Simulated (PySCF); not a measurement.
**Which functional comes closest?**

Molecule: SMILES C#CC(C)(C)F, C₅H₇F.

Geometry (Å), atoms numbered from 1 in this order:
```xyz
13

C     2.413    0.680    0.299
C     1.220    0.476    0.295
C    -0.227    0.214    0.276
C    -0.828    0.617   -1.062
C    -0.515   -1.236    0.633
F    -0.822    1.006    1.252
H     3.472    0.863    0.306
H    -0.637    1.682   -1.254
H    -0.391    0.027   -1.879
H    -1.915    0.449   -1.038
H    -1.603   -1.398    0.650
H    -0.062   -1.915   -0.103
H    -0.105   -1.466    1.625
```

Geometry PBE0-D3(BJ)/def2-SVP throughout; GIAO in PySCF 2.14, gas phase, one conformer, non-relativistic; equivalent atoms averaged; basis pcSseg-1.

Reference values (measured; G. Saielli, R. Bini, A. Bagno, Computational 19F NMR. 2. Organic compounds, RSC Adv. 2014, ESI (exp. from Berger-Braun-Kalinowski 1994 and Everett 1995)): δ(F6) = -129.3 ppm vs CFCl3. Computed shifts are taken against CFCl3, calculated as an isolated molecule at each level.

Task: How do the functionals HF, LDA, PBE, BLYP, BP86, OPBE, KT2, KT3, B97-D, B3LYP, PBE0, mPW1PW91, WP04, B97-2, BHandHLYP, CAM-B3LYP, wB97X-D, LC-wPBE perform against the reference? Times are CPU seconds on shared hosts with different chips, so compare them loosely; the GGAs took longer than the global hybrids here, which isn't the general rule, and the cause wasn't traced.

Result: 
```
functional                    kind      F6  abs. error F  core-s
        HF            Hartree–Fock  -132.3           3.0     4.1
       LDA                     LDA  -182.3          53.0      12
       PBE                     GGA  -178.3          49.0      17
      BLYP                     GGA  -177.5          48.2      16
      BP86                     GGA  -179.2          49.9      16
      OPBE                     GGA  -173.8          44.5      17
       KT2                     GGA  -179.6          50.3      18
       KT3                     GGA  -174.1          44.8      19
     B97-D                     GGA  -174.6          45.3      18
     B3LYP           global hybrid  -164.7          35.4      12
      PBE0           global hybrid  -162.4          33.1      12
  mPW1PW91           global hybrid  -162.5          33.2      12
      WP04           global hybrid  -161.3          32.0     9.2
     B97-2           global hybrid  -162.4          33.1       9
 BHandHLYP           global hybrid  -149.3          20.0     9.3
 CAM-B3LYP  range-separated hybrid  -155.0          25.7      12
   wB97X-D  range-separated hybrid  -156.7          27.4      11
   LC-wPBE  range-separated hybrid  -147.0          17.7      17
```

For 19F the closest is HF (3.0 ppm) and the furthest LDA (53.0 ppm). One molecule is a small sample, and vibrational and solvent effects are absent from the calculation.
